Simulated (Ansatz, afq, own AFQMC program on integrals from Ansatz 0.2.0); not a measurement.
## AlH, singlet in cc-pVTZ, levels against full CI

```yaml
atoms:
  - { symbol: Al, position_ang: [0.0000, 0.0000, 0.0000] }
  - { symbol: H, position_ang: [0.0000, 0.0000, 4.5320] }
```

Basis cc-pVTZ. Noble-gas cores (and the filled d shells of Ga–Kr and In–Xe) are frozen. Integrals, coupled cluster, full CI and functionals: Ansatz 0.2.0; the random walks run on the same integrals in our own AFQMC program. The CISD trial takes its coefficients from CCSD amplitudes. Released means that phaseless walkers are propagated on without the constraint, phases kept. ± is one standard error of the sampling.

Determinant: RHF, the one that the program's search chose, which needn't be the lowest solution. The geometry is a point of a scan.

Full CI on the same integrals is exact in this basis and with this determinant's frozen core.

Cautions: restricted determinant unstable towards unrestricted (UHF 2.36 eV lower, ⟨S²⟩ 1.01); strong correlation (T1 0.254, weight of the determinant 0.47, largest double 0.88); (T) is large, 19 % of the CCSD correlation; CCSD(T) is in doubt: in a space of 4 electrons in 9 natural orbitals full CI lies 231 meV above it; the CCSDT(Q) amplitudes may be one of several solutions (largest double 0.98); the released energies are still falling, so no released level is given (meV from the phaseless value at times in 1/Eh: -10 ± 5 at 0.24, -18 ± 5 at 0.51, -32 ± 5 at 0.99, -44 ± 4 at 1.62, -54 ± 6 at 2.40); the next higher spin lies close (full CI puts it 44 meV above); CCSDT(Q) on the UHF determinant differs (37 meV higher), and it is the one that meets full CI.

The T1 diagnostic is 0.2541 and the weight of the determinant in the CISD state is 0.470. The size of the correlated space is 4 electrons in 43 orbitals.

| level | correlation energy (eV) |
| --- | --- |
| MP2 | -2.0550 |
| CCSD | -3.5208 |
| CCSD(T) | -4.2011 |

Estimate where full CI lies against CCSD(T) on the same integrals.

370.5 meV above CCSD(T).

Reference: full CI, correlation energy -3.831 eV. The cautions show a poor starting determinant, so the rows tell how each method copes with it here, and full CI is the sure value.

```csv
level,E − E(reference) (meV),share of correlation (%)
CCSD(T),-370.5,109.67
CCSDT,11.3,99.71
CCSDT(Q),-28.4,100.74
ph-AFQMC/HF,882.8 ± 31.9,76.95
ph-AFQMC/CISD,157.3 ± 5.7,95.89
```

CCSDT and higher add their correlation energy to the determinant of the CCSD(T) run, since their own runs factorise the integrals more tightly (a shift of under 2 meV). A walk keeps the symmetry of its determinant, which the program's search chose and which needn't be the lowest solution, so a lower state of the same spin and another symmetry isn't excluded.
